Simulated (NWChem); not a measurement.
System meant: formaldehyde (CH$_{2}$O); SMILES C=O

NWChem input:

```
start job
memory heap 200 mb stack 900 mb global 1100 mb
geometry units angstroms noautoz
  C      0.000000     0.000000     0.518354
  O      0.000000     0.000000    -0.689787
  H      0.000000    -0.952900     1.130045
  H      0.000000     0.952900     1.130045
end
basis spherical
  * library def2-svp
end
dft
  odft
  mult 2
  xc b3lyp
  iterations 150
  mulliken
end
task dft energy
```

End of the output:

```
 Summary of "ao basis" -> "" (spherical)
 ------------------------------------------------------------------------------
       Tag                 Description            Shells   Functions and Types
 ---------------- ------------------------------  ------  ---------------------
 *                          def2-svp                  on all atoms

                                 NWChem DFT Module
                                 -----------------

 Summary of "ao basis" -> "ao basis" (spherical)
 ------------------------------------------------------------------------------
       Tag                 Description            Shells   Functions and Types
 ---------------- ------------------------------  ------  ---------------------
 C                          def2-svp                 6       14   3s2p1d
 O                          def2-svp                 6       14   3s2p1d
 H                          def2-svp                 3        5   2s1p

 Summary of "ao basis" -> "ao basis" (spherical)
 ------------------------------------------------------------------------------
       Tag                 Description            Shells   Functions and Types
 ---------------- ------------------------------  ------  ---------------------
 C                          def2-svp                 6       14   3s2p1d
 O                          def2-svp                 6       14   3s2p1d
 H                          def2-svp                 3        5   2s1p

      Symmetry analysis of basis
      --------------------------

        a1         18
        a2          3
        b1          7
        b2         10

  number of electrons :                   16
  multiplicity        :                    2
 ------------------------------------------------------------------------
  no. of electrons and multiplicity not compatible                  16
 ------------------------------------------------------------------------
 ------------------------------------------------------------------------
  current input line :
    19: task dft energy
 ------------------------------------------------------------------------
 ------------------------------------------------------------------------
 There is an error in the input file
 ------------------------------------------------------------------------
 For more information see the NWChem manual at https://nwchemgit.github.io

0: no. of electrons and multiplicity not compatible:Received an Error in Communication
```

Question: Find the fault in this run and fix the input.

Answer: The program refused the input. Cause: the multiplicity doesn't fit the number of electrons (an even count wants an odd multiplicity, and the reverse). This input runs:
```
start job
memory heap 200 mb stack 900 mb global 1100 mb
geometry units angstroms noautoz
  C      0.000000     0.000000     0.518354
  O      0.000000     0.000000    -0.689787
  H      0.000000    -0.952900     1.130045
  H      0.000000     0.952900     1.130045
end
basis spherical
  C library def2-svp
  O library def2-svp
  H library def2-svp
end
dft
  xc b3lyp
  iterations 150
  mulliken
end
task dft energy
```
It converges to -114.41522 Ha (B3LYP/def2-SVP).
